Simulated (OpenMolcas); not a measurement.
## How methods differ on SiH2 (SMILES [SiH2])

SiH2: 3 atoms, total charge 0, spin state singlet. SMILES: `[SiH2]`. Geometry: relaxed at PBE0-D4/def2-TZVP.

```tsv
atom	x (Å)	y (Å)	z (Å)
Si	-0.4912	0.4686	-0.2136
H	0.8403	0.5786	0.5225
H	-0.3491	-1.0472	-0.3089
```

Each level gives the vertical energy of the triplet above the singlet (eV). The values are calculated.

| level | kind | program | value (eV) | CPU time (all runs) |
| --- | --- | --- | --- | --- |
| HF/pcseg-0 | Hartree–Fock | OpenMolcas | 0.47 | 3 s |
| HF/pcseg-0, open shells restricted | Hartree–Fock | OpenMolcas | 0.50 | 3.5 s |
| r2SCAN/pcseg-0 | meta-GGA | OpenMolcas | 0.71 | 8.8 s |
| M06-2X/pcseg-0 | hybrid meta-GGA | OpenMolcas | 0.95 | 8 s |
| CASPT2(2,2)/pcseg-0 | multireference | OpenMolcas | 0.82 | 3.1 s |
| CASPT2(6,6)/pcseg-0 | multireference | OpenMolcas | ? | 5.9 s |
| CASSCF(2,2)/pcseg-0 | multireference | OpenMolcas | ? | 3.1 s |
| MRCI(6,6)/pcseg-0 | multireference | OpenMolcas | 0.78 | 5.7 s |
| FCI/pcseg-0, open shells restricted | exact in the basis | OpenMolcas | 0.78 | 4.6 s |

**Question.** Estimate what the levels marked ? give.

**Answer.** As computed at these levels: CASPT2(6,6)/pcseg-0: 0.76 eV; CASSCF(2,2)/pcseg-0: 0.80 eV. The values span 0.47 to 0.95 eV. All rows use very small basis sets, so even the best lies far from the true value. Times are those of the runs behind each value, whatever else they computed, on shared processors of several kinds: orders of magnitude only.
